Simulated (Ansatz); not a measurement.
One geometry of `N=CS`, several functionals.

```yaml
crystal:
  periodic: [false, false, false]
  atoms:
    - {symbol: N, position_ang: [-0.899086, -0.577216, -0.152417]}
    - {symbol: C, position_ang: [0.200150, 0.013430, -0.336725]}
    - {symbol: S, position_ang: [1.039670, 0.896870, 0.915159]}
    - {symbol: H, position_ang: [-1.214749, -1.029029, -1.008505]}
    - {symbol: H, position_ang: [0.754890, 0.047230, -1.281005]}
    - {symbol: H, position_ang: [0.119105, 0.648704, 1.863503]}
basis:
  gaussian: {orbitals: def2-TZVPP}
hamiltonian: {xc: {name: B3LYP}, dispersion: d4}
output: {forces: true, orbitals: {seedname: orbitals}}
```

```sh
$ ansatz run in.yaml --threads 2 --pin off --events-out ev --progress --plain --max-ram 32768MiB --backend cpu
```

It prints (some lines left out):

```
Functional definition: B3LYP
808 factors; their error is unknown
mean field evaluation 1: about -13403.9917 eV, gradient 6.3e1 eV
mean field evaluation 2: about -13341.8346 eV, gradient 1.4e2 eV
mean field evaluation 4: about -13411.9841 eV, gradient 1.7e1 eV
mean field evaluation 8: about -13412.6239 eV, gradient 9.3e-2 eV
mean field evaluation 16: about -13412.6338 eV, gradient 1.5e-5 eV
mean field -13412.63382498 eV, -492.9052016581 hartree, gradient 1.5e-5 eV, S^2 0.000000; 0 other end points of the search recorded, 0 dependent functions left out
reference -13412.63402727 eV, -492.9052090924 hartree; 16, 16 occupied and 130, 130 virtual orbitals, 808 factors
Total energy: -13412.78727845 eV, -492.9108409694 hartree
Atom 0 at    -0.899086    -0.577216    -0.152417 Å, force    -0.147337    -0.106706    -0.064015 eV/Å
Atom 1 at     0.200150     0.013430    -0.336725 Å, force     0.105102    -0.002525    -0.207671 eV/Å
Atom 2 at     1.039670     0.896870     0.915159 Å, force     0.105649     0.119960     0.185888 eV/Å
Atom 3 at    -1.214749    -1.029029    -1.008505 Å, force    -0.037570    -0.016567     0.017992 eV/Å
Atom 4 at     0.754890     0.047230    -1.281005 Å, force    -0.048412    -0.013758     0.047564 eV/Å
Atom 5 at     0.119105     0.648704     1.863503 Å, force     0.022568     0.019594     0.020242 eV/Å
Dipole moment:     0.113556    -0.011614    -0.252987 e Å
```

Run time 1.6 s (2 threads of an AMD EPYC 7R13 on a shared host); peak host memory 0.26 GiB.

With the line `hamiltonian: {xc: {name: wB97X-V}}` and no forces (abridged; 3.3 s):

```
Functional definition: wB97X-V
mean field evaluation 16: about -13409.5229 eV, gradient 2.1e-5 eV
mean field -13409.52285850 eV, -492.7908757487 hartree, gradient 2.1e-5 eV, S^2 0.000000
Total energy: -13409.52285701 eV, -492.7908756939 hartree
```

B3LYP takes the VWN-RPA correlation (the form of Gaussian; ORCA's B3LYP/G).
